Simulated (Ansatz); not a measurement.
A made-up structure of NaSiH$_{2}$, doublet:

```xyz
4
angstrom
Na -2.2854 0.8154 -0.3890
Si 0.2946 0.0563 -0.1606
H -4.1078 1.2335 0.2313
H 1.2010 0.4730 0.9710
```

It is relaxed with PBE-D4/def2-SVP and then PBE0-D4/def2-TZVP (Ansatz 0.2.0). Atoms count as bonded within 1.22 times the sum of their covalent radii (H–H: 0.88 Å). The end point is not checked to be a true minimum.

Q: Does its bonding change? (A judgement: the text doesn't fix the answer.)

A: Computed: Yes. Formed: Si2–H3; broken: Na1–H3.

Where it ends: The first stage lowers the energy by 0.08 eV in 5 steps. It ends as NaSiH₂ ([Na][SiH2]):
Na1  (-2.165, 1.274, -2.018)
Si2  (-1.108, 0.350, 0.287)
H3  (-1.879, 0.218, 1.577)
H4  (0.254, 0.736, 0.807)
(Å)

Labels in which every atom is bracketed show which atoms are joined, not bond orders.

For scale, one of the runs: PBE0-D4/def2-TZVP relaxation, 81 basis functions, launched by `ansatz run in.yaml --threads 2 --pin off --events-out ev --progress --plain --max-ram 4352MiB`. Hardware: 2 CPU threads of an Arm Neoverse V1, shared host. Wall time about 72 s.
